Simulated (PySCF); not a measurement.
Al2H, doublet: the ladder up to full CI

Geometry: a point of a breathe scan, not a stationary point.

```xyz
3

Al    0.0000    0.0000    0.8416
Al    0.0000    0.0000   -5.5483
H     0.0000    0.0000    4.7067
```

Basis 6-31G; PySCF 2.14.0. Only valence electrons are correlated (noble-gas cores frozen), which leaves 7 electrons in 18 orbitals. R marks a restricted (for open shells ROHF) determinant, U an unrestricted one.

Full CI is exact within this basis and frozen core; it isn't the basis-set limit. The frozen core follows each run's orbitals, which can shift R against U totals by a few meV.

The UHF ⟨S²⟩ is 1.712 and the ⟨S²⟩ of the determinant under UCCSD is 0.750. The T1 diagnostic (ROHF- or RHF-based CCSD) is 0.1066. The largest doubles amplitude (ROHF- or RHF-based CCSD) is 0.565.

```csv
level,E − E(full CI) (mEh),share of correlation (%),wall time
RHF,134.77,0.00,–
RMP2,64.84,51.89,–
RCCSD,2.34,98.26,–
RCCSD(T),-0.55,100.41,1.1 s
RCCSDT,0.04,99.97,9.2 s
```

The correlation energy at full CI, counted from RHF, is -3.667 eV. The search over symmetries took 2.1 min on 1 thread of Intel Xeon, shared host; the state has 624,320 determinants.

Run but not shown, since their state, orbitals or frozen core can't be matched to the reference's or they repeat it: UHF, UMP2, UCCSD, UCCSD(T), UCCSDT.

Times are those of the correlated step on a shared host, with one SCF added for the restricted CCSD run; they ran on 1 thread of Intel Xeon.

More than 5 meV below full CI, which no variational method can be: RCCSD(T).

The full-CI state has the irrep B2 of C2v, in the program's axes (one component, if the state is degenerate).

Natural occupations of full CI about the gap: 1.906 1.904 1.428 0.994 0.568 0.044 0.044 0.042 0.041 0.007; effectively unpaired electrons, Σ n²(2−n)², 2.42. No single determinant describes this state well, so single-reference rows can miss without a flag.
